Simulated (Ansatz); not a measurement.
```yaml
crystal:
  periodic: [false, false, false]
  atoms:
    - {symbol: Ge, position_ang: [-2.251431, -0.283216, -0.002911]}
    - {symbol: Ga, position_ang: [0.005976, 0.634278, 0.005300]}
    - {symbol: Ge, position_ang: [2.245695, -0.325592, -0.002176]}
basis:
  gaussian: {orbitals: def2-TZVP}
magnetization: {spin_polarized: true, initial_magnetization: 3}
hamiltonian: {xc: pbe0}
relax: {f_tol: 0.004, max_steps: 80}
```

```sh
$ ansatz run in.yaml --threads 1 --pin off --events-out ev --progress --plain --max-ram 2176MiB
```

Steps of the relaxation (energy above the last step; positions in Å, forces in eV/Å):

```
3
step 1, 118.1 meV
Ge   -2.251   -0.283   -0.003   -0.129    0.061    0.000
Ga    0.006    0.634    0.005   -0.001   -0.120   -0.001
Ge    2.246   -0.326   -0.002    0.130    0.059    0.001
```

```
3
step 2, 90.0 meV
Ge   -2.314   -0.243   -0.003   -0.006    0.099    0.001
Ga    0.005    0.554    0.005   -0.002   -0.198   -0.002
Ge    2.309   -0.286   -0.002    0.008    0.099    0.001
```

```
3
step 3, 40.0 meV
Ge   -2.406   -0.144   -0.002    0.084    0.088    0.001
Ga    0.003    0.359    0.003   -0.002   -0.178   -0.001
Ge    2.403   -0.190   -0.001   -0.082    0.090    0.001
```

```
3
step 7, 0.0 meV
Ge   -2.448    0.032    0.000    0.000    0.000    0.000
Ga    0.000    0.008    0.000    0.000    0.000    0.000
Ge    2.448   -0.014    0.000    0.000    0.000    0.000
```

Close pairs at the end: Ga2–Ge3 2.448 Å, Ge1–Ga2 2.448 Å.

A stationary point of unrestricted PBE0 after 7 steps, with ⟨S²⟩ = 3.758 against 3.75 for a pure state; no frequencies were run, so it isn't proven a minimum. 3.4 min on 1 thread of AMD EPYC 9R45, shared host.
